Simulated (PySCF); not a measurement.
Computed with PBE-D3(BJ)/def2-TZVP run with PySCF 2.14.0. All species are isolated molecules in the gas phase. One relaxed conformer stands for a flexible species; it need not be the lowest. Excitations are Tamm–Dancoff values on a coarser integration grid. The basis has no diffuse functions, so Rydberg states are missing or too high.

Reference species (SMILES): `C=CC=C` (C–C–C–C torsion 180°) (neutral, multiplicity 1).

```
Item                     Result
----------------------  -------
T1 excitation (TDA)     3.13 eV
S1 oscillator strength    0.961
HOMO–LUMO gap           3.93 eV
S1 excitation (TDA)     6.18 eV
```

After one change: the T1 excitation (TDA) falls by 0.30 eV; the S1 oscillator strength decreases by 0.821; the HOMO–LUMO gap falls by 0.56 eV; the S1 excitation (TDA) falls by 1.72 eV.

Q: Which change was made? The new species is one of these.
(A) `C=CC(=C)C` (C–C–C–C torsion 180°)
(B) `C=CC(=C)Br` (C–C–C–Br torsion 0°)
(C) `C=CC(=C)N`
(D) `C=CC(=C)I` (C–C–C–I torsion 0°)

A: C, `C=CC(=C)N`
